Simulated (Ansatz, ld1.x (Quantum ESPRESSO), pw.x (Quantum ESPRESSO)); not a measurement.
Tc: does the PAW potential hold in the solid?

| Item | Value |
| --- | --- |
| Element | Tc (Z = 43) |
| Generator | ld1.x (Quantum ESPRESSO) 7.5 |
| Type | PAW |
| Functional | PBEsol |
| Relativity | scalar-relativistic |
| Frozen core | [Ar] 3d10 |
| Valence charge | 15 |
| Reference configuration | 4s2 4p6 4d5 5s2 5p0 |
| Partial waves | 4s (bound): rcut 1.35, rcutus 1.60 bohr; 5s (bound): rcut 1.35, rcutus 1.60 bohr; 4p (bound): rcut 1.65, rcutus 2.10 bohr; 5p (bound, empty): rcut 1.65, rcutus 2.10 bohr; 4d (bound): rcut 1.55, rcutus 2.15 bohr; 4d channel at 0.65 Ry: rcut 1.55, rcutus 2.15 bohr |
| Local potential | all-electron potential smoothed inside 1.95 bohr (lloc = -2) |
| Core correction | Bessel-smoothed model core, default radius (core density twice the valence density) |
| Augmentation charge | BESSEL, radius 1.10 bohr |

Atomic tests: cutoffs needed: 30 Ry and 45 Ry (the cutoffs (Ry, on a coarse ladder) from which the occupation-weighted sum of valence levels, in a spherical-Bessel basis at the reference potential, stays within 10 and 1 mRy of its value at 400 Ry); ghost test: no extra level below or beside the all-electron valence levels (s, p, d, f tested) (spherical-Bessel basis up to 400 Ry, 20 bohr box); largest excitation error: +6.3 meV (all-electron minus pseudo) for 4s2 4p6 4d4 5s2 5p0, out of 7 test configurations.

Crystal test: fcc Tc in pw.x 7.5, no spin, 15³ k-points, Fermi–Dirac smearing 0.01 Ry, cutoffs 55/440 Ry. The reference is all-electron LAPW (Ansatz 0.2.0) with the same functional, mesh and smearing; V0 and B0 come from Birch–Murnaghan fits to the pressures at five volumes. Errors are pseudo minus all-electron; Δ is the rms difference of the E(V) curves that follow from these fits, minima aligned, over ±6 % about the mean V0. Mesh and smearing are coarse, so the numbers serve the comparison and aren't converged zero-temperature values; the lattice is a test structure that the element need not adopt.

All-electron: a0 = 3.833 Å (V0 = 14.08 Å³/atom), B0 = 322.9 GPa.

Question: How far does the potential miss the all-electron equation of state?

Answer: mean pressure error (GPa): +2.70; a0 (Å): 3.844; a0 error (%): +0.27; B0 error (%): +0.3; Δ (meV/atom): 8.2.

| V (Å³/atom) | P all-electron (GPa) | P pseudo (GPa) |
| --- | --- | --- |
| 13.392 | 18.14 | 21.55 |
| 13.745 | 8.27 | 11.28 |
| 14.097 | -0.35 | 2.31 |
| 14.449 | -7.86 | -5.51 |
| 14.802 | -14.40 | -12.32 |

Question: At the middle volume, how do free energy and pressure move when the wave cutoff is lowered (ecutrho held at 440 Ry)?

Answer:

| cutoff (Ry) | shift of F (meV/atom) | shift of P (GPa) |
| --- | --- | --- |
| 25 | +500.1 | -17.39 |
| 33 | +52.7 | -2.22 |
| 44 | +13.5 | -0.45 |

The run at the middle volume (120 k-points, 14 iterations) took about 18 s on one core of a shared host (Intel(R) Xeon(R) 6975P-C, 192 threads, 378 GiB, load 98).
